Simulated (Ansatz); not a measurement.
# C4H4F2: ranking of conformers in Python

Aim: a ranking of conformers, for C4H4F2, run from a script. SMILES: C=C(F)C=CF.

Program: Ansatz 0.2.0, driven from Python. Level of theory: PBE+D4/6-31G*. These are calculated values, not measurements.

## 1. The structure

The script builds its own geometries from the SMILES C=C(F)C=CF.

No structure file is read: the coordinates are typed or built in the script.

## 2. The code

Contents of conformers.py:

```python
"""Conformer energies of C4H4F2."""

import ansatz as az
from rdkit import Chem
from rdkit.Chem import AllChem

rd = Chem.AddHs(Chem.MolFromSmiles("C=C(F)C=CF"))
ids = list(AllChem.EmbedMultipleConfs(rd, numConfs=20, randomSeed=714, pruneRmsThresh=0.4))
field = [energy for _, energy in AllChem.MMFFOptimizeMoleculeConfs(rd)]
distinct = {round(e, 2): i for i, e in zip(ids, field)}
chosen = sorted(distinct.items())[:4]
found = []
for force_field, index in chosen:
    c4h4f2 = az.Crystal.molecule()
    for atom, xyz in zip(rd.GetAtoms(), rd.GetConformer(index).GetPositions()):
        c4h4f2 = c4h4f2.atom(atom.GetSymbol(), xyz.round(5).tolist())
    setup = c4h4f2.calculation()
    setup = setup.basis(gaussian="6-31G*")
    setup = setup.functional("pbe", dispersion="d4")
    found.append(setup.run(threads=1).report["free_energy_ev"])
print("conformer   MMFF (kcal/mol)   this level (kcal/mol)")
for (force_field, index), e in zip(chosen, found):
    print(f"{index:9d} {force_field - chosen[0][0]:17.2f} {23.060548 * (e - min(found)):17.3f}")
```

## 3. The calls as engine input

The engine receives this input (first run):

```yaml
crystal:
  periodic: [false, false, false]
  atoms:
    - { symbol: C, position_ang: [1.80566, 0.47318, 0.13675] }
    - { symbol: C, position_ang: [0.67445, -0.10161, -0.27917] }
    - { symbol: F, position_ang: [0.73784, -0.96407, -1.31738] }
    - { symbol: C, position_ang: [-0.61654, 0.13792, 0.30864] }
    - { symbol: C, position_ang: [-1.73526, -0.44609, -0.12118] }
    - { symbol: F, position_ang: [-2.92284, -0.19278, 0.45866] }
    - { symbol: H, position_ang: [1.82887, 1.17419, 0.96304] }
    - { symbol: H, position_ang: [2.74235, 0.24141, -0.35851] }
    - { symbol: H, position_ang: [-0.67872, 0.82915, 1.14339] }
    - { symbol: H, position_ang: [-1.83582, -1.15131, -0.93425] }
basis:
  gaussian:
    orbitals: "6-31G*"
hamiltonian:
  xc: pbe
  dispersion: d4
```

## 4. Running it

Command:

```bash
$ python conformers.py
```

Q: Predict the main results. Wanted: lowest; next above it by.

As calculated:

| quantity | value |
| --- | --- |
| runs compared | 2 |
| lowest | run 1 |
| next above it by | 0.063 eV |

What this shows: The structures are force-field minima, not relaxed at this level. The SMILES has no stereo marks, so cis and trans isomers can stand among them. Of those tried, run 1 is lowest; run 2 lies 0.063 eV above it. These settings explore the input space; basis and method may be short of convergence. The conformers keep their force-field geometries.
